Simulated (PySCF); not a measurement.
Compound: isoyanoacetylene, C3HN.
Structure used (PBE0-D3(BJ)/def2-SVP), in Å, numbered top down from 1:
```xyz
5
C3HN angstrom
C      2.2708   -0.0209   -0.8416
N      1.1666   -0.0093   -0.4154
C     -0.0555    0.0014    0.0499
C     -1.1877    0.0112    0.4801
H     -2.1942    0.0176    0.8558
```

Computed with TDDFT CAM-B3LYP/def2-SVPD, vertical, gas phase, core orbitals frozen in the response (PySCF 2.14.0, density-fitted response routines).

Question: Predict the UV-vis stick spectrum at this level.

Answer: 

```tsv
state	E (eV)	λ (nm)	ν̃ (cm⁻¹)	f	|μ| (D)	symmetry	main configurations (H = HOMO, L = LUMO)
S1	5.28	235.0	42550	0.0000	0.00	–	H-1/H→L/L+1 (≥94%)
S2	5.49	226.0	44250	0.0000	0.00	–	H-1/H→L/L+1 (≥84%)
S3	5.49	226.0	44250	0.0000	0.00	–	H-1/H→L/L+1 (≥84%)
S4	7.27	170.5	58650	0.053	1.39	Π	H-2→L/L+1 (≥97%)
S5	7.27	170.5	58650	0.053	1.38	Π	H-2→L/L+1 (≥97%)
S6	8.05	154.0	64930	0.042	1.17	Π	H-1/H→L+2 (≥95%)
S7	8.05	154.0	64930	0.042	1.17	Π	H-1/H→L+2 (≥95%)
S8	8.51	145.6	68670	1.452	6.71	Σ+	H-1/H→L/L+1 (≥84%)
S9	8.65	143.3	69770	0.0000	0.00	–	H-3→L/L+1 (≥27%), H-4→L/L+1 (≥27%), H-1/H→L+5 (≥20%)
```

Triplets (Tamm–Dancoff): T1 4.34 eV, H-1/H→L/L+1 (≥90%); T2 4.76 eV, H-1/H→L/L+1 (≥84%); T3 4.76 eV, H-1/H→L/L+1 (≥84%).

The lowest singlet comes at 235 nm (509 kJ/mol) in the ultraviolet; it is dark (f under 0.0005); its leading configuration is HOMO-1/HOMO→LUMO/LUMO+1 (≥94%). The strongest level in the table is S8 at 8.51 eV (146 nm, f = 1.452). S2/S3, S4/S5 and S6/S7 lie within about 0.01 eV of each other in each set; the point group C∞v has degenerate representations, and within a degenerate level the listed configurations can mix freely. Löwdin shares by element: HOMO (one of a set within 0.03 eV) carbon 80%, nitrogen 17%; LUMO (one of a set within 0.03 eV) carbon 73%, nitrogen 22%. The oscillator strengths of these states sum to 1.642; summed over the whole spectrum of an exact calculation they would give the number of electrons, 26 (Thomas–Reiche–Kuhn). Weighted by f, the mean energy of these states is 8.41 eV. Orbital energies (eV): HOMO-3 -14.29, HOMO-2 -11.13, HOMO-1 -9.99, HOMO -9.99, LUMO -0.26, LUMO+1 -0.26, LUMO+2 1.31. All these states lie below the vertical ionisation energy of 11.18 eV (ΔSCF). Symmetry labels in C∞v follow from the direction of the transition dipole and are given only for states with f of 0.002 or more. Orbitals of the list HOMO-3 to LUMO+2 that lie within 0.01 eV of each other are written together with a slash and their weights summed (≥ marks a lower bound); for degenerate orbitals outside that list single weights are arbitrary. Only the lowest 10 singlets were computed, as vertical energies without vibronic structure. The highest level found (8.92 eV, f 0.0010 so far) is left out, since the window may have cut off a degenerate partner.

The run took 15 s of wall time on x86-64 server, one thread, shared host.
